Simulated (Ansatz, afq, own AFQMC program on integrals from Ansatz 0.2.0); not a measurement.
## Where AFQMC and coupled cluster stand for GeH$_{2}$⁻, doublet

```xyz
3

Ge    0.0000   -0.0319   -0.0012
H     0.0000    1.1069   -1.1596
H     0.0000    1.1907    1.2425
```

Basis aug-cc-pVDZ. Noble-gas cores (and the filled d shells of Ga–Kr and In–Xe) are frozen. AFQMC by an in-house program on the Cholesky factors that Ansatz 0.2.0 writes for its CCSD(T) run. ph-AFQMC/CISD is guided by a CISD state made of CCSD amplitudes; releasing the constraint for a short imaginary time cuts its bias at the price of noise, slowly where states lie close. Free projection: walkers drawn from exp(T), propagated without any constraint. Its projection time is finite, and what remains of the start isn't in its error. Error bars are statistical, one sigma. No spin–orbit coupling.

Determinant: UHF, the one that the program's search chose, which needn't be the lowest solution. The geometry is a point of a scan.

No full CI on the walks' own integrals is used here; CCSDT(Q) serves as the reference and is uncertain by about the last step of the cluster series.

Cautions: no relativity below Rb; no spin-orbit coupling; inner d shell frozen.

```
T1 diagnostic                               : 0.0181
weight of the determinant in the CISD state : 0.901
⟨S²⟩ of the determinant                     : 0.767
size of the correlated space                : 7 electrons in 40 orbitals
```

Reference: CCSDT(Q), correlation energy -3.608 eV. The released energy is read at 2.40 1/Eh (meV from the phaseless value at times in 1/Eh: -4 ± 7 at 0.24, -11 ± 7 at 0.51, -11 ± 5 at 0.99, -21 ± 7 at 1.62, -14 ± 6 at 2.40).

```json
{"level": "HF", "E − E(reference) (meV)": "3608.4", "share of correlation (%)": "0.00"}
{"level": "MP2", "E − E(reference) (meV)": "851.5", "share of correlation (%)": "76.40"}
{"level": "CCSD", "E − E(reference) (meV)": "135.2", "share of correlation (%)": "96.25"}
{"level": "CCSD(T)", "E − E(reference) (meV)": "28.8", "share of correlation (%)": "99.20"}
{"level": "CCSDT", "E − E(reference) (meV)": "4.4", "share of correlation (%)": "99.88"}
{"level": "ph-AFQMC/HF", "E − E(reference) (meV)": "18.7 ± 28.1", "share of correlation (%)": "99.48"}
{"level": "ph-AFQMC/CISD", "E − E(reference) (meV)": "20.5 ± 5.0", "share of correlation (%)": "99.43"}
{"level": "released AFQMC", "E − E(reference) (meV)": "6.2 ± 6.5", "share of correlation (%)": "99.83"}
{"level": "free AFQMC", "E − E(reference) (meV)": "-6.7 ± 8.2", "share of correlation (%)": "100.19"}
```

Free projections are given only where their last times agree within the noise and don't stop above the reference; a slow remainder of the start can still hide under it. A walk keeps the symmetry of its determinant, which the program's search chose and which needn't be the lowest solution, so a lower state of the same spin and another symmetry isn't excluded. Released energies are given only where the last usable release times agree within the noise; a slower fall can still hide under it.
